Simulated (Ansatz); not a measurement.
bcc W, relaxed in Ansatz (plane waves) with several semilocal functionals. Each gives its own volume and its own bulk modulus:

```
level   V0 (Å³/atom)  bulk modulus B0 (GPa)   ln V0   ln B0
------  ------------  ---------------------  ------  ------
LDA           15.406                    335  2.7348  5.8141
PBEsol        15.688                    322  2.7529  5.7746
PBE-D4        15.788                    319  2.7593  5.7652
r²SCAN        15.910                    320  2.7669  5.7683
PBE           16.134                    303  2.7809  5.7137
rVV10         16.433                    298  2.7993  5.6971
```

Problem. Fit a straight line to ln B0 against ln V0. What does it predict for revPBE, whose volume is 16.277 Å³/atom?

Solution. With x = ln V0 and y = ln B0: means 2.76568 and 5.75550; Σ(Δx Δy) = -0.00470, Σ(Δx²) = 0.00252, so the slope is -1.86. At x = 2.7898 the line gives y = 5.75550 + (-1.86) × (2.7898 − 2.76568) = 5.7106, or 302 GPa. The run with revPBE gives 296 GPa, -2.0 % from the line. The rows used scatter about it by up to 1.5 %, while the largest value lies 12 % above the smallest. For comparison, PBE's own equation of state has B′ = 4.1, the slope −d ln B/d ln V at a fixed functional.

Measured: 312 GPa (measured, zero-point energy and finite temperature contributions removed, sources range from 300 to 328; as tabulated in doi:10.1021/acs.jctc.3c00612).

Ansatz's density-functional and Hartree–Fock values are scalar-relativistic unless marked +SOC, with PAW data made under PBE.

Ansatz is a quantum-chemistry and plane-wave program.
